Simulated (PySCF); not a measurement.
DMSO (C2H6OS), SMILES O=S(C)C.

Coordinates come from a B3LYP-D3(BJ)/def2-SVP optimisation.

Two levels are set side by side: PBE/def2-TZVP (PySCF) and HF/def2-TZVP (PySCF). Same geometry, gas phase. Differences are taken from unrounded values.

```json
[
 {"quantity": "orbital gap (eV)", "PBE": "5.17"},
 {"quantity": "highest occupied level (eV)", "PBE": "-5.33"},
 {"quantity": "lowest empty level (eV)", "PBE": "-0.16"},
 {"quantity": "dipole moment (D)", "PBE": "3.73"},
 {"quantity": "mean polarisability (bohr³)", "PBE": "51.5"}
]
```

These are the PBE values. What does HF give? (The exact figures need the calculation; the answer reports its results.)


```json
[
 {"quantity": "orbital gap (eV)", "HF": "13.57", "PBE minus HF": "-8.40"},
 {"quantity": "highest occupied level (eV)", "HF": "-10.02", "PBE minus HF": "4.70"},
 {"quantity": "lowest empty level (eV)", "HF": "3.54", "PBE minus HF": "-3.70"},
 {"quantity": "dipole moment (D)", "HF": "4.59", "PBE minus HF": "-0.86"},
 {"quantity": "mean polarisability (bohr³)", "HF": "46.7", "PBE minus HF": "4.7"}
]
```

Without exact exchange PBE keeps part of each electron's self-repulsion, which lifts occupied levels and narrows the gap. Loosely held outer electrons make PBE densities more polarisable. Differences between two approximate levels are no errors against the true value.

Rough cost on one machine, each run with all the roots and properties that it gave: HF against PBE about 1/5.
